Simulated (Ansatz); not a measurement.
Basis sets compared for P₃⁺ (the lowest singlet isomer of a short search). Charge 1, multiplicity 1. Geometry PBE0-D4/def2-TZVP. Ansatz on 4 threads of Arm Neoverse V1 on a shared host; times are rough, and most runs start from earlier orbitals.

```csv
atom,x (Å),y (Å),z (Å)
P1,0.419,-1.092,-0.301
P2,0.506,0.991,-0.469
P3,-0.925,0.101,0.770
```

The structure comes from a short search, and lower isomers may exist.

```tsv
level	functions	energy (Eh)	HOMO (eV)	LUMO (eV)	wall time
PBE-D4/def2-SVP	54	-1022.9729	-13.37	-10.53	0.35 s
PBE0-D4/def2-SVP	54	-1023.0462	-14.47	-9.68	0.35 s
```

(1) Estimate the rows for PBE-D4/def2-TZVP, PBE0-D4/def2-TZVP (with forces).

Answers

(1) 
```
                          level  functions  energy (Eh)  HOMO (eV)  LUMO (eV)  wall time
               PBE-D4/def2-TZVP        111   -1023.3357     -13.16     -10.35      0.5 s
PBE0-D4/def2-TZVP (with forces)        111   -1023.4089     -14.23      -9.46      1.2 s
```
